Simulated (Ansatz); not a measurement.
**NH$_{4}$⁺, singlet in cc-pVDZ: errors against RCCSDT(Q)**

Geometry: a PBE0/def2-TZVP stationary point for this spin, not checked as a minimum.

```xyz
5

N     0.0000    0.0000    0.0000
H     0.5903    0.5923    0.5902
H    -0.5929   -0.5882    0.5917
H    -0.5890    0.5896   -0.5943
H     0.5916   -0.5937   -0.5876
```

Basis cc-pVDZ; Ansatz 0.2.0. Only valence electrons are correlated (noble-gas cores frozen), which leaves 8 electrons in 33 orbitals. Prefix R: restricted or restricted open-shell reference. Active spaces: valence = (8e, 8o) chosen from the atoms' valence shells; pair = (2e, 2o) about the gap.

Full CI isn't at hand for all of this; RCCSDT(Q) serves as the reference, and is uncertain by about the last step of the cluster series.

The UHF ⟨S²⟩ is 0.000 and the T1 diagnostic (RCCSD) is 0.0047. The largest doubles amplitude (RCCSD) is 0.030.

| level | E − E(RHF) (eV) |
| --- | --- |
| RMP2 | -5.0490 |
| RCCSD | -5.5451 |
| RCCSD(T) | -5.6449 |

Question: Estimate how far RCCSDT(Q) in cc-pVDZ lies from RCCSD(T). The table doesn't fix it; the size of (T) and the diagnostics are the guide.

Answer: RCCSDT(Q) in cc-pVDZ lies 1.4 kJ/mol below RCCSD(T), which is 14 % of the (T) step (-9.6 kJ/mol). The diagnostics are small and one determinant leads, so the series closes fast and only a small part of (T) is left.

The other levels:

```tsv
level	E − E(RCCSDT(Q)) (kJ/mol)	share of correlation (%)	wall time
CISD	32.8	94.00	0.51 s
BCCD(T)	1.4	99.74	0.27 s
RCCSDT	0.7	99.87	–
CASSCF (pair space)	500.1	8.42	–
NEVPT2 (pair space)	58.6	89.27	0.36 s
MRCISD (pair space)	27.7	94.93	–
MRCISD+Q (pair space)	1.8	99.67	0.48 s
CASSCF (valence space)	273.7	49.88	–
NEVPT2 (valence space)	62.0	88.65	2 s
MRCISD (valence space)	7.6	98.62	–
MRCISD+Q (valence space)	-0.2	100.04	2.7 s
```

The correlation energy at RCCSDT(Q), counted from RHF, is -5.659 eV. That run took 1.1 s on 1 thread of Intel Xeon Platinum 8375C, shared host.

Times hold each run's SCF and search for its determinant on a shared host, so for small cases they say little of a method's own cost; they ran on 1 thread of Intel Xeon Platinum 8375C.

Natural occupations of CASSCF (valence space) about the gap: 1.986 1.978 1.978 1.978 0.021 0.021 0.021 0.018; effectively unpaired electrons, Σ n²(2−n)², 0.01.
